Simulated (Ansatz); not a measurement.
# SiH₃+ (triplet): B97M-V, PBE0 over a scan of the distance Si1–H2, cc-pVDZ

How well do these functionals follow the top wave-function level for SiH₃+ (triplet) over a scan of the distance Si1–H2?

Method: cc-pVDZ, all electrons in the functionals; program: Ansatz 0.2.0, Gaussian basis.

To be run: B97M-V, PBE0, at 1.211 Å; 1.333 Å; 1.492 Å; 1.644 Å; 1.834 Å; 2.073 Å; 2.352 Å; 2.713 Å; 3.363 Å; 3.963 Å; 5.098 Å.

15 further runs of the same task are left out: 11 that didn't finish, 4 set aside as unsound or not needed.

### Step 1. What is computed

The geometry derives from a PBE0/def2-TZVP stationary point (not a proven minimum). One bond is set to the value named and the two fragments are kept rigid.

4 atoms, charge 1, spin multiplicity 3.

Atoms are counted from 1 here; the program's logs count them from 0.

Bond lengths: Si1–H2 1.492 Å, Si1–H3 1.694 Å, Si1–H4 1.694 Å. Angles: H2–Si1–H3 105.3°, H2–Si1–H4 105.3°, H3–Si1–H4 30.1°.

Coordinates:

```xyz
4

Si    0.00000    0.06765   -0.07871
H     0.00000   -1.22550   -0.82344
H     0.43932   -0.32976    1.50834
H    -0.43932   -0.32976    1.50834
```

No dispersion term is added; B97M-V holds VV10 nonlocal correlation.

The geometry shown and the zero of energy belong to the point 1.492 Å. The yardstick, FCI, and other wave-function levels (R restricted, U unrestricted, valence and pair active spaces) come from earlier runs.

### Step 2. B97M-V, 1.211 Å

The input, in.yaml:

```yaml
crystal:
  periodic: [false, false, false]
  atoms:
    - {symbol: Si, position_ang: [0.000000, 0.059753, -0.083260]}
    - {symbol: H, position_ang: [0.000000, -0.989659, -0.687623]}
    - {symbol: H, position_ang: [0.439321, -0.337659, 1.503794]}
    - {symbol: H, position_ang: [-0.439321, -0.337659, 1.503794]}
basis:
  gaussian: {orbitals: cc-pVDZ}
total_charge: 1
magnetization: {spin_polarized: true, initial_magnetization: 2}
hamiltonian: {xc: {name: B97M-V}}
```

Launch:

```
ansatz run in.yaml --threads 1 --pin off --events-out ev --progress --plain --max-ram 2393MiB
```

The runs that follow: B97M-V, 1.333 Å; B97M-V, 1.492 Å; B97M-V, 1.644 Å; B97M-V, 1.834 Å; B97M-V, 2.073 Å; B97M-V, 2.352 Å; B97M-V, 2.713 Å; B97M-V, 3.363 Å; B97M-V, 3.963 Å; B97M-V, 5.098 Å; PBE0, 1.211 Å; PBE0, 1.333 Å; PBE0, 1.492 Å; PBE0, 1.644 Å; PBE0, 1.834 Å; PBE0, 2.073 Å; PBE0, 2.352 Å; PBE0, 2.713 Å; PBE0, 3.363 Å; PBE0, 3.963 Å; PBE0, 5.098 Å.

Before running them: what should the planned runs give, taken together? Wanted: span of the FCI curve; largest miss, B97M-V; largest miss, PBE0.

As calculated:

| quantity | value |
| --- | --- |
| span of the FCI curve | 1.723 eV |
| largest miss, B97M-V | +0.149 eV (5.098 Å) |
| largest miss, PBE0 | +0.228 eV (5.098 Å) |

In words: Of the functionals, B97M-V keep the smallest largest miss at the points compared (at most 0.149 eV) and PBE0 strays most (0.228 eV, at 5.098 Å). Functionals and the yardstick converge differently with the basis, so part of each miss in cc-pVDZ is the basis.
